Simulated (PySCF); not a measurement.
# HLi: calculation against experiment

**The experiment to reproduce.**

Liu, Meijer, Perez-Rios, Phys. Chem. Chem. Phys. 22 (2020) 24191 lists, for the gas: dipole moment 5.882 D.

How close the calculation comes is told at the end.

Species: HLi.
Numbering: `[LiH:1]` (hydrogens: H2 on Li1)

Structure used (CAM-B3LYP/def2-TZVP), in Å, numbered top down from 1:
```xyz
2
LiH angstrom
Li     0.7939   -0.0027   -0.0030
H     -0.7912    0.0040   -0.0111
```

The PySCF runs (gas phase, on this CAM-B3LYP/def2-TZVP geometry; no spin–orbit coupling):

```
                            level                                          job  basis functions  wall time
CAM-B3LYP/def2-TZVP, grid level 1  geometry optimisation from a GFN2-xTB start               20     0.54 s
```

Hardware: one thread of an Arm Neoverse V2, no GPU (shared host).

Results beside the measurements:

**Dipole moment.** Measured: 5.882 D (Liu, Meijer, Perez-Rios, Phys. Chem. Chem. Phys. 22 (2020) 24191).

```json
{"level": "CAM-B3LYP/def2-TZVP", "computed (D)": "5.756", "computed − measured (D)": "-0.126", "% (from the printed values)": "-2"}
```

The computed dipoles belong to one fixed geometry; measured ones are averaged over vibrations unless marked μe. Magnitudes are compared, not signs.

No measured geometry was used, and the causes of the misses weren't examined.
